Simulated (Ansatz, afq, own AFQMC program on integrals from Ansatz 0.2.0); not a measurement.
**NHO, triplet: AFQMC among the cluster methods**

```xyz
3

N     0.0000   -0.0907    0.6000
O     0.0000    0.0368   -0.6063
H     0.0000    0.6754    1.2858
```

Connectivity, by distances: NH–O.

Basis cc-pVDZ. Only valence electrons are correlated. AFQMC by an in-house program on the Cholesky factors that Ansatz 0.2.0 writes for its CCSD(T) run. The CISD trial takes its coefficients from CCSD amplitudes. Released means that phaseless walkers are propagated on without the constraint, phases kept. Error bars are statistical, one sigma.

Determinant: UHF, the one that the program's search chose, which needn't be the lowest solution. The geometry is a point of a scan.

No full CI on the walks' own integrals is used here; CCSDT(Q) serves as the reference and is uncertain by about the last step of the cluster series.

Cautions: lower spins were not checked.

```
T1 diagnostic                               : 0.0278
weight of the determinant in the CISD state : 0.889
⟨S²⟩ of the determinant                     : 2.027
size of the correlated space                : 12 electrons in 31 orbitals
```

| level | correlation energy (eV) |
| --- | --- |
| MP2 | -8.5554 |
| CCSD | -9.0222 |
| CCSD(T) | -9.2687 |

Task: Estimate where phaseless AFQMC with a CISD trial lies against CCSD(T) on the same integrals.

Result: 58.4 ± 17.6 meV below CCSD(T).

Reference: CCSDT(Q), correlation energy -9.317 eV. The released energy is read at 2.40 1/Eh (meV from the phaseless value at times in 1/Eh: 16 ± 22 at 0.24, 18 ± 18 at 0.51, 3 ± 18 at 0.99, 43 ± 17 at 1.62, 36 ± 27 at 2.40).

| level | E − E(reference) (meV) | share of correlation (%) |
| --- | --- | --- |
| CCSD(T) | 48.5 | 99.48 |
| CCSDT | 35.2 | 99.62 |
| ph-AFQMC/HF | 139.6 ± 67.4 | 98.50 |
| ph-AFQMC/CISD | -9.9 ± 17.6 | 100.11 |
| released AFQMC | 25.8 ± 26.5 | 99.72 |

A walk keeps the symmetry of its determinant, which the program's search chose and which needn't be the lowest solution, so a lower state of the same spin and another symmetry isn't excluded. Released energies are given only where the last usable release times agree within the noise; a slower fall can still hide under it.
